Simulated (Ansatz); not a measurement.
`[SiH2]` + Cl• → `[SiH]`• + HCl at 500 K and 1 bar (hydrogen abstraction from the Si–H bond).

Isolated molecules relaxed with PBE0-D4/def2-TZVP in Ansatz; ΔE leaves out vibrations. CCSD(T)/CBS is frozen-core, at the limit of the def2 triple- and quadruple-zeta sets. Open shells (•) are unrestricted, without spin–orbit coupling. Spin–orbit coupling would lower the free atoms: a little for Cl.

```json
{"species": "`[SiH2]`", "CCSD(T)/CBS energy (Eh)": "-290.18696", "H − E (kJ/mol)": "48.0", "S (J/(mol·K))": "226.5"}
{"species": "Cl•", "CCSD(T)/CBS energy (Eh)": "-459.71044", "H − E (kJ/mol)": "10.4", "S (J/(mol·K))": "179.0"}
{"species": "`[SiH]`•", "CCSD(T)/CBS energy (Eh)": "-289.55920", "H − E (kJ/mol)": "26.7", "S (J/(mol·K))": "213.7"}
{"species": "HCl", "CCSD(T)/CBS energy (Eh)": "-460.38167", "H − E (kJ/mol)": "32.5", "S (J/(mol·K))": "201.9"}
```

H − E and S are ideal-gas, rigid-rotor, harmonic terms from PBE0-D4/def2-TZVP, with the whole ground term of open shells counted as degenerate. 1 Eh = 2625.50 kJ/mol, R = 8.31446 J/(mol·K).

Question: By hand: ΔE, ΔH, ΔS and ΔG.

Answer: ΔE = (-289.55920) + (-460.38167) − (-290.18696) − (-459.71044) = -0.04347 Eh = -114.1 kJ/mol. Δ(H − E) = 26.7 + 32.5 − 48.0 − 10.4 = 0.8, so ΔH = -113.3 kJ/mol. ΔS = 213.7 + 201.9 − 226.5 − 179.0 = 10.1 J/(mol·K). ΔG = -113.3 − 500 × (10.1)/1000 = -118.3 kJ/mol.

Question: By hand: the equilibrium constant, and the temperature at which ΔG would vanish if ΔH and ΔS stayed fixed.

Answer: log₁₀ K = −ΔG/(RT ln 10) = 12.4. ΔH and −TΔS have one sign here, so there is no such temperature.

The number of gas molecules stays the same, so ΔS is small and ΔH decides. A doubt of 5 kJ/mol in ΔE shifts log₁₀ K by 0.5 here. These are equilibria of isolated gas molecules and say nothing of rates. Largest T1 diagnostic: 0.034 (customary marks: 0.02 for closed shells, 0.045 for open ones).
